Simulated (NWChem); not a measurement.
All runs are NWChem calculations. System: nitrogen (N₂), charge 0, spin multiplicity 1, at a geometry optimised with B3LYP/def2-SVP. Level: CR-EOMCCSD(T)/aug-cc-pVDZ, 2 core orbitals frozen.

Input file:

```
start mol
memory heap 100 mb stack 700 mb global 1900 mb
geometry units angstroms nocenter noautoz
  N      0.000000     0.000000     0.550196
  N      0.000000     0.000000    -0.550196
  symmetry group D2h
end
basis spherical
  * library aug-cc-pvdz
end
scf
  rhf
  nopen 0
  maxiter 100
  thresh 1e-7
  semidirect memsize 60000000 filesize 0
end
tce
  freeze core 2
  creomsd(t)
  nroots 1
  2eorb
  2emet 13
  thresh 1e-5
  maxiter 200
  tilesize 24
end
task tce energy
```

NWChem printed:

```
             Northwest Computational Chemistry Package (NWChem) 7.3.0
             --------------------------------------------------------

                                NWChem Input Module
                                -------------------

 Scaling coordinates for geometry "geometry" by  1.889725989
 (inverse scale =  0.529177249)

 Turning off AUTOSYM since
 SYMMETRY directive was detected!

                             Geometry "geometry" -> ""
                             -------------------------

 Output coordinates in angstroms (scale by  1.889725989 to convert to a.u.)

  No.       Tag          Charge          X              Y              Z
 ---- ---------------- ---------- -------------- -------------- --------------
    1 N                    7.0000     0.00000000     0.00000000     0.55019600
    2 N                    7.0000     0.00000000     0.00000000    -0.55019600

 Effective nuclear repulsion energy (a.u.)      23.5640437235

            Nuclear Dipole moment (a.u.)
            ----------------------------
        X                 Y               Z
 ---------------- ---------------- ----------------
     0.0000000000     0.0000000000     0.0000000000

      Symmetry information
      --------------------

 Group name             D2h
 Group number             26
 Group order               8
 No. of unique centers     1

      Symmetry unique atoms

     1


 Summary of "ao basis" -> "" (spherical)
 ------------------------------------------------------------------------------
       Tag                 Description            Shells   Functions and Types
 ---------------- ------------------------------  ------  ---------------------
 *                        aug-cc-pvdz                 on all atoms

 Summary of "ao basis" -> "ao basis" (spherical)
 ------------------------------------------------------------------------------
       Tag                 Description            Shells   Functions and Types
 ---------------- ------------------------------  ------  ---------------------
 N                        aug-cc-pvdz                9       23   4s3p2d

                                 NWChem SCF Module
                                 -----------------

  ao basis        = "ao basis"
  functions       =    46
  atoms           =     2
  closed shells   =     7
  open shells     =     0
  charge          =   0.00
  wavefunction    = RHF
  use symmetry    = T
  symmetry adapt  = T

 Summary of "ao basis" -> "ao basis" (spherical)
 ------------------------------------------------------------------------------
       Tag                 Description            Shells   Functions and Types
 ---------------- ------------------------------  ------  ---------------------
 N                        aug-cc-pvdz                9       23   4s3p2d

      Symmetry analysis of basis
      --------------------------

        ag         11
        au          2
        b1g         2
        b1u        11
        b2g         5
        b2u         5
        b3g         5
        b3u         5

 Forming initial guess at       0.1s

      Superposition of Atomic Density Guess
      -------------------------------------

 Sum of atomic energies:        -108.60542303

      Non-variational initial energy
      ------------------------------

 Total energy =    -109.101333
 1-e energy   =    -193.669074
 2-e energy   =      61.003698
 HOMO         =      -0.430928
 LUMO         =       0.011413

      Symmetry analysis of molecular orbitals - initial
[...]
   0.1817705787259   0.3600028425078    9.79618     1.0     1.0

 Iteration   7 using    7 trial vectors
   0.0472375641085   0.3511495933488    9.55527     0.9     0.9

 Iteration   8 using    8 trial vectors
   0.0219707522134   0.3491417681284    9.50063     0.9     0.9

 Iteration   9 using    9 trial vectors
   0.0109250222942   0.3493737337975    9.50695     1.0     1.0

 Iteration  10 using   10 trial vectors
   0.0041415009279   0.3491006704964    9.49952     1.0     1.0

 Iteration  11 using   11 trial vectors
   0.0011583127763   0.3491718385383    9.50145     1.0     1.0

 Iteration  12 using   12 trial vectors
   0.0003839633294   0.3491316289106    9.50036     1.0     1.0

 Iteration  13 using   13 trial vectors
   0.0001223822749   0.3491375122232    9.50052     1.0     1.0

 Iteration  14 using   14 trial vectors
   0.0000455158285   0.3491330810544    9.50040     0.9     0.9

 Iteration  15 using   15 trial vectors
   0.0000179745229   0.3491331076541    9.50040     1.0     1.0

 Iteration  16 using   16 trial vectors
   0.0000066323860   0.3491326193712    9.50039     1.0     1.0
 --------------------------------------------------------------
 Iterations converged
 ------------------

 Excited state root  1
 Excitation energy / hartree =        0.349132619371232
                   / eV      =        9.500385997141121
 largest EOMCCSD amplitudes: R1 and R2

 Singles contributions
    10b3g (alpha) ---     5ag  (alpha)       -0.8115887286
    15b3g (alpha) ---     5ag  (alpha)        0.4554975081

 Doubles contributions
======= CR-EOMCCSD(T) calculation ======
corresponding R0 value =     0.000000

CR-EOMCCSD(T) Intermediates cpu wall time             3.7            3.7
 creom_N i2_1 nr of boxes                   168
 creom_N i2_2 nr of boxes                   656
 creom_N i2_3 nr of boxes                   168
 creom_N i2_4 nr of boxes                   656

CR-EOMCCSD(T) triples loop cpu wall             0.7            0.7

 CR-EOMCCSD(T)  total energy / hartree       =      -108.938122285087914
 CR-EOMCCSD(T)  excitation energy (eV)       =      9.32192

 =========================================
 Excited-state calculation ( b3u symmetry)
 =========================================
 Dim. of EOMCC iter. space      500

 EOMCCSD SOLVER TYPE  1
  maxdiff =   0.75544796686344695

 No. of initial right vectors    1

 EOM-CCSD right-hand side iterations
 --------------------------------------------------------------
      Residuum       Omega / hartree  Omega / eV    Cpu    Wall
 --------------------------------------------------------------

 Iteration   1 using    1 trial vectors
   0.4952285204648   0.6309093854874   17.16793     1.4     1.4

 Iteration   2 using    2 trial vectors
   0.1022086008837   0.5495396492652   14.95374     1.0     1.0

 Iteration   3 using    3 trial vectors
   0.0598694736269   0.5429722889726   14.77503     0.9     0.9

 Iteration   4 using    4 trial vectors
   0.0671083146338   0.5365945234462   14.60149     1.0     1.0

 Iteration   5 using    5 trial vectors
   0.0394064764348   0.5316253353614   14.46627     1.1     1.1

 Iteration   6 using    6 trial vectors
   0.0229735845350   0.5303913129985   14.43269     1.2     1.2

 Iteration   7 using    7 trial vectors
   0.0358569158613   0.5292852270167   14.40259     1.2     1.2

 Iteration   8 using    8 trial vectors
   0.1585712316507   0.5122192983867   13.93820     1.1     1.1

 Iteration   9 using    9 trial vectors
   0.0654350512026   0.4980190610008   13.55179     1.0     1.0

 Iteration  10 using   10 trial vectors
   0.0267066031948   0.4949279972820   13.46768     1.0     1.0

 Iteration  11 using   11 trial vectors
   0.0117228830172   0.4947455238636   13.46272     1.0     1.0

 Iteration  12 using   12 trial vectors
   0.0056903275718   0.4945725130235   13.45801     1.0     1.0

 Iteration  13 using   13 trial vectors
   0.0045660490326   0.4945843508578   13.45833     1.1     1.1

 Iteration  14 using   14 trial vectors
   0.0080527969478   0.4945454923162   13.45727     1.1     1.1

 Iteration  15 using   15 trial vectors
   0.0112211296880   0.4943430576077   13.45176     1.1     1.1

 Iteration  16 using   16 trial vectors
   0.0070254668473   0.4943403091276   13.45169     1.2     1.2

 Iteration  17 using   17 trial vectors
   0.0030197135735   0.4943178114110   13.45108     0.9     0.9

 Iteration  18 using   18 trial vectors
   0.0014147128010   0.4943513576385   13.45199     1.0     1.0

 Iteration  19 using   19 trial vectors
   0.0006465084301   0.4943612702918   13.45226     1.2     1.2

 Iteration  20 using   20 trial vectors
   0.0002515537098   0.4943699980256   13.45250     1.1     1.1

 Iteration  21 using   21 trial vectors
   0.0000810332373   0.4943676305497   13.45243     1.1     1.1

 Iteration  22 using   22 trial vectors
   0.0000339050574   0.4943687727611   13.45246     1.0     1.0

 Iteration  23 using   23 trial vectors
   0.0000175107208   0.4943671360905   13.45242     1.0     1.0

 Iteration  24 using   24 trial vectors
   0.0000077557816   0.4943673721507   13.45243     1.0     1.0
 --------------------------------------------------------------
 Iterations converged
 ------------------

 Excited state root  1
 Excitation energy / hartree =        0.494367372150671
                   / eV      =       13.452426382508028
 largest EOMCCSD amplitudes: R1 and R2

 Singles contributions
    11ag  (alpha) ---     7b3u (alpha)       -0.1314648749
     9b2g (alpha) ---     4b1u (alpha)       -0.4941538334
    16b2g (alpha) ---     4b1u (alpha)        0.2025933795
    12b3u (alpha) ---     5ag  (alpha)       -0.6919387202

 Doubles contributions
     9b2g (alpha)     9b2g (beta ) ---     5ag  (alpha)     7b3u (beta )       -0.1193893288
     9b2g (alpha)     9b2g (beta ) ---     7b3u (alpha)     5ag  (beta )       -0.1193893288
======= CR-EOMCCSD(T) calculation ======
corresponding R0 value =     0.000000

CR-EOMCCSD(T) Intermediates cpu wall time             4.0            4.0
 creom_N i2_1 nr of boxes                   168
 creom_N i2_2 nr of boxes                   656
 creom_N i2_3 nr of boxes                   168
 creom_N i2_4 nr of boxes                   656

CR-EOMCCSD(T) triples loop cpu wall             0.7            0.7

 CR-EOMCCSD(T)  total energy / hartree       =      -108.791996050617101
 CR-EOMCCSD(T)  excitation energy (eV)       =     13.29822

 Task  times  cpu:      209.1s     wall:      209.1s

 Total times  cpu:      209.1s     wall:      209.1s
```
